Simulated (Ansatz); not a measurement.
Basis-set series for `S=C1SCCS1`. The species carries charge 0 and has multiplicity 1. Geometry: relaxed with PBE0-D4/def2-TZVP.

```
functional       basis  functions  energy (Eh)  HOMO (eV)  LUMO (eV)
   PBE0-D4  def2-TZVPP        275  -1310.84173      -6.42      -1.90
   PBE0-D4  def2-QZVPP        501  -1310.88400      -6.46      -1.96
   ωB97M-V  def2-TZVPP        275  -1311.27068      -8.56       0.12
   ωB97M-V  def2-QZVPP        501  -1311.31084      -8.61       0.02
```

Problem. Give the rows for def2-SVP. (An estimate is asked.)

Solution. The calculation gave: 
```tsv
functional	basis	functions	energy (Eh)	HOMO (eV)	LUMO (eV)
PBE0-D4	def2-SVP	116	-1310.29602	-6.32	-1.70
ωB97M-V	def2-SVP	116	-1310.72292	-8.42	0.41
```

Positive LUMOs are unbound and depend on the basis.

All numbers were calculated with Ansatz.
